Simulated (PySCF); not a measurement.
Gas-phase reaction: 3 CH₃SiHCl₂ ⇌ 3 SiH₂Cl₂ + C₃H₆ (cyclic)

Method: PySCF energies plus ideal-gas RRHO corrections (1 bar). † marks an energy on the PBE0/def2-TZVP geometry and frequencies; other levels use their own. MP2 freezes the core. All species are closed-shell singlets. B3LYP is the form with VWN-RPA correlation. MP2 isn't extrapolated to the basis-set limit; its ΔH°(298 K) is 260.4 kJ in def2-SVP and 284.0 kJ in def2-TZVPP. The harmonic model lacks anharmonicity and excited electronic states, which grow with temperature; levels with a mode under 35 cm⁻¹ are left out. Internal rotation in CH₃SiHCl₂ is treated as a harmonic vibration of one conformer, which makes the entropy rough.

```json
[
 {"level": "B3LYP/def2-TZVP†", "ΔE electronic, kJ": "272", "ΔH°(298 K), kJ": "258", "ΔS°(298 K), J/K": "109", "ΔG°(1000 K), kJ": "160"},
 {"level": "BLYP/def2-TZVP†", "ΔE electronic, kJ": "263", "ΔH°(298 K), kJ": "249", "ΔS°(298 K), J/K": "109", "ΔG°(1000 K), kJ": "151"},
 {"level": "HF/def2-TZVP†", "ΔE electronic, kJ": "260", "ΔH°(298 K), kJ": "245", "ΔS°(298 K), J/K": "109", "ΔG°(1000 K), kJ": "147"},
 {"level": "M06-2X/def2-TZVP†", "ΔE electronic, kJ": "284", "ΔH°(298 K), kJ": "269", "ΔS°(298 K), J/K": "109", "ΔG°(1000 K), kJ": "171"},
 {"level": "MP2/def2-TZVPP†", "ΔE electronic, kJ": "298", "ΔH°(298 K), kJ": "284", "ΔS°(298 K), J/K": "109", "ΔG°(1000 K), kJ": "186"},
 {"level": "PBE/def2-SVP", "ΔE electronic, kJ": "278", "ΔH°(298 K), kJ": "262", "ΔS°(298 K), J/K": "108", "ΔG°(1000 K), kJ": "165"},
 {"level": "PBE0/def2-QZVP†", "ΔE electronic, kJ": "288", "ΔH°(298 K), kJ": "274", "ΔS°(298 K), J/K": "109", "ΔG°(1000 K), kJ": "175"},
 {"level": "PBE0/def2-SVP†", "ΔE electronic, kJ": "285", "ΔH°(298 K), kJ": "270", "ΔS°(298 K), J/K": "109", "ΔG°(1000 K), kJ": "172"},
 {"level": "PBE0/def2-TZVP", "ΔE electronic, kJ": "286", "ΔH°(298 K), kJ": "272", "ΔS°(298 K), J/K": "109", "ΔG°(1000 K), kJ": "174"},
 {"level": "ωB97X-V/def2-TZVP†", "ΔE electronic, kJ": "289", "ΔH°(298 K), kJ": "275", "ΔS°(298 K), J/K": "109", "ΔG°(1000 K), kJ": "176"}
]
```
ΔH° is lowest at HF/def2-TZVP† and highest at MP2/def2-TZVPP†. No reference value is set beside these.
